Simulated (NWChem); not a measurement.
Polarisability of acetylene (C₂H₂)

```xyz
4

C      0.0000     0.0000    -0.6043
C      0.0000     0.0000     0.6043
H      0.0000     0.0000    -1.6792
H      0.0000     0.0000     1.6792
```
Charge 0, spin multiplicity 1.

Everything below was run with NWChem. Structure: optimised with PBE0/def2-SVP, a minimum by its harmonic frequencies.

Basis set: Sadlej pVTZ. Static limit.

The correlated methods keep 2 core orbitals frozen. B3LYP has NWChem's definition, with VWN1-RPA local correlation. No row is a measurement; the coupled-cluster row has its own basis-set and correlation limits.

Order these methods by the isotropic polarisability they give, lowest first: HF, PBE, B3LYP, CCSD linear response.

CCSD linear response (22.57 bohr³), HF (23.39 bohr³), B3LYP (23.93 bohr³), PBE (24.09 bohr³)
